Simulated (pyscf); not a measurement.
`[F][SiH3]` + `[NH3]` → `[NH2][SiH3]` + `[FH]` (four-centre exchange; singlet surface; F–Si, H–N broken, N–Si, F–H formed). Optimised with ωB97X-D3(BJ)/def2-SVP in PySCF. Correlated levels are frozen-core, on RHF or UHF. ΔMP2 is the change of the MP2 total energy from the triple- to the quadruple-zeta basis. Energies in eV from the separated reactants.

```csv
level,barrier,reaction energy
PBE/def2-TZVP,0.95,+0.91
r²SCAN/def2-TZVP,1.06,+0.95
B3LYP-D3(BJ)/def2-TZVP,1.16,+0.94
M06-2X/def2-TZVP,1.18,+0.90
ωB97M-D3(BJ)/def2-TZVP,1.14,+0.91
CCSD(T)/def2-TZVPP,1.25,+0.88
CCSD(T)/def2-TZVPP + ΔMP2(QZVPP),1.26,+0.88
```

Of the functionals in the table, M06-2X is closest to CCSD(T)/def2-TZVPP + ΔMP2(QZVPP) in the barrier (0.08 eV apart) and PBE least close (0.31 eV); that level has limits of its own. On the reactant side the descent ends in a complex (not fully relaxed), 0.18 eV under the separated species and 1.30 eV under the saddle at ωB97X-D3(BJ)/def2-TZVP. On the product side the descent ends in a bound adduct, 0.46 eV under the separated species and 0.69 eV under the saddle at ωB97X-D3(BJ)/def2-TZVP. At ωB97X-D3(BJ) the barrier from the zero used here is 1.12 eV. This is the saddle that the search found; another between the same sides may lie lower. The CCSD(T) − MP2 part came from Ansatz, without density fitting, on the same reference.
